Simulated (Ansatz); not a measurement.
System: C2H2O2, charge 0, singlet. C2H2O2 (SMILES C(C=O)=O).
B3LYP-D3(BJ)/def2-TZVP minimum from Ansatz (a quantum-chemistry and plane-wave program):
```xyz
6

C      0.0079     0.7617    -0.0144
C     -0.0079    -0.7617     0.0144
O      1.0376     1.3794    -0.0260
H     -0.9919     1.2360    -0.0234
O     -1.0376    -1.3794     0.0260
H      0.9919    -1.2360     0.0234
```
Charge 0, spin multiplicity 1.

Total energies in cc-pVDZ, 22 correlated electrons, 4 frozen orbitals. Radicals and triplets start from unrestricted determinants; spin-orbit coupling is neglected. Cores are frozen in correlated methods. No relativity. The restricted determinant of C2H2O2 (O=CC=O, singlet) is unstable towards broken spin symmetry in at least one set run.

```json
[
 {"method": "HF", "program": "Ansatz", "energy (Eh)": "-226.61056", "minus CCSDT(Q) (mEh)": "658.40"},
 {"method": "MP2", "program": "Ansatz", "energy (Eh)": "-227.22487", "minus CCSDT(Q) (mEh)": "44.10"},
 {"method": "CCSD", "program": "Ansatz", "energy (Eh)": "-227.24441", "minus CCSDT(Q) (mEh)": "24.55"},
 {"method": "CCSD(T)", "program": "Ansatz", "energy (Eh)": "-227.26591", "minus CCSDT(Q) (mEh)": "3.06"},
 {"method": "CCSDT(Q)", "program": "Ansatz", "energy (Eh)": "-227.26897", "minus CCSDT(Q) (mEh)": "0.00"}
]
```

Rough core times of Ansatz's runs on a shared machine: CCSD(T) under 20 s, CCSDT(Q) 4 min.
